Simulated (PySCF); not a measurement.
Working out the electron affinity of Cl

Cl⁻ [Ar] (1S) → Cl [Ne] 3s2 3p5 (2P). All numbers are calculated (PySCF 2.14, no relativity, point nucleus, in aug-cc-pwCVDZ). Frozen: [Ne]. Energies in hartree (1 hartree = 27.21139 eV):

| part | Cl⁻ (lower) | Cl (upper) |
| --- | --- | --- |
| UHF | -459.563650 | -459.473211 |
| CCSD correlation | -0.178104 | -0.144898 |
| (T) | -0.004792 | -0.002756 |

Task: What does Hartree-Fock give?

Result: (-459.473211) − (-459.563650) = 0.090439 hartree = 2.461 eV.

Task: What do CCSD and CCSD(T) give?

Result: The CCSD correlation energies differ by 0.033206 hartree = 0.904 eV and the triples by 0.002036 hartree = 0.055 eV, so CCSD gives 3.365 eV and CCSD(T) 3.420 eV.

A first-order spin-orbit estimate adds -0.034 eV to CCSD(T) (valence), giving 3.386 eV against 3.613 eV (measured; photodetachment measurements, as compiled on the Wikipedia data page of electron affinities).

A double-zeta basis recovers only part of the correlation energy.

What remains against the reference includes basis incompleteness, the frozen core and higher excitations.
